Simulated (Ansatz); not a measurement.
Mulliken charges of BH2S, SMILES `[BH]S` radical from PBE/def2-TZVPP in Ansatz (PBE0-D4/def2-TZVP geometry).

```tsv
atom	x (Å)	y (Å)	z (Å)	charge (e)
B1	0.359	-0.360	0.771	-0.074
S2	-0.048	1.123	-0.029	-0.075
H3	0.274	-1.501	0.454	0.047
H4	-0.530	0.677	-1.217	0.102
```

**Question.** By hand: the dipole of these point charges (1 e Å = 4.8032 D).

**Answer.** Σ q r = (-0.064, -0.059, -0.158) e Å, of length 0.180 e Å = 0.86 D.

**Question.** How does the dipole of the full density compare? (Estimate.)

**Answer.** The calculation gave: (-0.113, -0.023, -0.269) e Å, 1.41 D; the point charges give 0.61 times that, at 15° from its direction.

Point charges leave out the atoms' own dipoles, such as those of lone pairs, and Mulliken's split depends on the basis, so the two needn't agree.
